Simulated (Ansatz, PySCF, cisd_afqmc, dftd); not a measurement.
Species: Si$_{2}$H$_{6}$, charge 0, singlet. Si2H6 (silylsilane, SMILES [SiH3][SiH3]).
B3LYP-D3(BJ)/def2-TZVP minimum from Ansatz (a first-principles code):
```
Si
H 1 1.4832
H 1 1.4832 2 108.63
H 1 1.4832 2 108.63 3 118.00
Si 1 2.3443 2 110.30 4 121.00
H 5 1.4832 1 110.30 2 180.00
H 5 1.4832 6 108.63 1 -121.00
H 5 1.4832 6 108.63 7 -118.00
```
Charge 0, spin multiplicity 1.

Wanted: enthalpy of formation at 298 K (by atomisation, with ideal-gas terms from PySCF's Hessian at B3LYP-D3(BJ)/def2-TZVP and the atoms' measured values of the G2/97 table; no spin-orbit terms), in kJ/mol. UHF or UKS for unpaired electrons; spin-orbit terms are left out. Cores are frozen in correlated methods. Rows without X2C or -DK are non-relativistic. AFQMC/CISD: phaseless, guided by CISD from CCSD amplitudes; bars are statistical, one sigma. Outlying blocks are dropped, and bars are widened where a walk drifts. Over all cases where full CI ran beside it in this data, AFQMC minus full CI had a median of +0.1 mEh and passed +0.4 mEh in a tenth of the cases. CBS(X,Y): correlation extrapolated as X^-3, Hartree-Fock from the larger set (Q,5: extrapolated as (X+1)exp(-9√X)). A bracket is a step between two methods taken in the basis named. The functionals are non-relativistic, so their misses hold any scalar relativity. Double hybrids freeze cores in their MP2 part. '+ core + X2C': CCSD(T) terms for core correlation (cc-pwCVTZ, 1s frozen past Ne) and scalar relativity (cc-pVTZ-DK). For partners of very few electrons the exact lower level stands in for a higher one.

Measured: 19.1 kcal/mol, 79.9 kJ/mol (G2/97 table in ASE (Curtiss et al.)); atomic spin-orbit terms, which the calculations lack, would raise the computed values.

| level | program | enthalpy of formation at 298 K (kJ/mol) | error against that value |
|---|---|---|---|
| HF/cc-pV(Q+d)Z | Ansatz | 550.3 | 470.4 |
| r2SCAN-D4/def2-TZVPD | Ansatz + dftd4 | 69.7 | -10.2 |
| B3LYP-D4/def2-TZVPD | Ansatz + dftd4 | 59.9 | -20.0 |
| B2PLYP-D3(BJ)/def2-TZVPD | Ansatz + dftd3 | 93.7 | 13.8 |
| B2GP-PLYP/def2-TZVPD | Ansatz | 109.7 | 29.8 |
| CCSD/CBS(cc-pV(Q+d)Z,cc-pV(5+d)Z) | Ansatz | 71.3 | -8.6 |
| CCSD(T)/CBS(cc-pV(T+d)Z,cc-pV(Q+d)Z) | Ansatz | 53.3 | -26.6 |
| CCSDT(Q)/cc-pV(D+d)Z | Ansatz | 212.4 | 132.5 |
| AFQMC/CISD/cc-pV(D+d)Z | cisd_afqmc | 210.8 ± 0.8 | 130.9 |
| CCSD(T)/CBS(cc-pV(Q+d)Z,cc-pV(5+d)Z) + [CCSDT(Q) - CCSD(T)]/cc-pV(D+d)Z + core + X2C | Ansatz | 63.8 | -16.1 |

The highest level lies far from the tabulated value, which was not checked at its source: another state or conformer, missing terms or a fault of the table are possible.
